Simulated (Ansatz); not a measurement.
Crystal: InO2, fluorite type, 3 atoms in the cell.

Level of theory: Ansatz, r²SCAN, plane waves, PAW datasets (earlier set, tuned by hand).

Cutoff 1050 eV; k-mesh 11×11×11 Γ-centred; Fermi–Dirac smearing of 0.1 eV; no spin polarisation; no spin–orbit coupling.

The fit to the energies gives V₀ = 11.699 Å³/atom (a₀ = 5.197 Å), B₀ = 178 GPa, B₀′ = 4.57.

**Question.** What pressure does the program print at V = 12.278 Å³/atom, and how far above the lowest computed point (V = 11.549 Å³/atom) does the energy lie?

**Answer.** -7.69 GPa and 13.46 meV/atom. All points:

| V (Å³/atom) | a (Å) | E − E(min) (meV/atom) | P (GPa) |
| --- | --- | --- | --- |
| 11.184 | 5.1199 | 12.53 | 8.84 |
| 11.549 | 5.1750 | 0.00 | 2.36 |
| 11.914 | 5.2289 | 1.03 | -3.10 |
| 12.278 | 5.2817 | 13.46 | -7.69 |
| 12.643 | 5.3335 | 35.48 | -11.54 |

The stress includes the program's correction for the finite plane-wave basis.

This cubic structure is a model: it isn't the usual form of the substance at ambient conditions, and such phases are metastable or hypothetical. The k-mesh is modest, so these values aren't fully converged in k. Spin polarisation is left out, and a magnetic state may lie lower.
